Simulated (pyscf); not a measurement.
PySCF, gas phase, ωB97X-D3(BJ)/def2-SVP geometries. MP2 and CC: frozen core, UHF for open shells. ΔMP2 is the change of the MP2 total energy from the triple- to the quadruple-zeta basis.

### Question
What is the homolytic dissociation enthalpy (298 K, CCSD(T)/def2-TZVPP + ΔMP2(QZVPP)) of the Cl–Ga bond of Cl–Ga(Cl)–Cl, to Cl• + [Cl–Ga–Cl]•?

### Answer
Cl–Ga to Cl• + [Cl–Ga–Cl]•: 99.9 kcal/mol. The radicals are drawn with the spin at the cut bond; how far it spreads was not checked. The CCSD(T) − MP2 part came from Ansatz, without density fitting, on the same reference. The frozen core leaves the outer d or s,p core shells of the metals and heavy elements correlated in the MP2 and CC values, and def2-TZVPP describes them poorly, which can shift differences by a few kcal/mol. Left out: the spin-orbit lowering of Cl. Elements up to Kr have no core potential and no relativistic terms here.
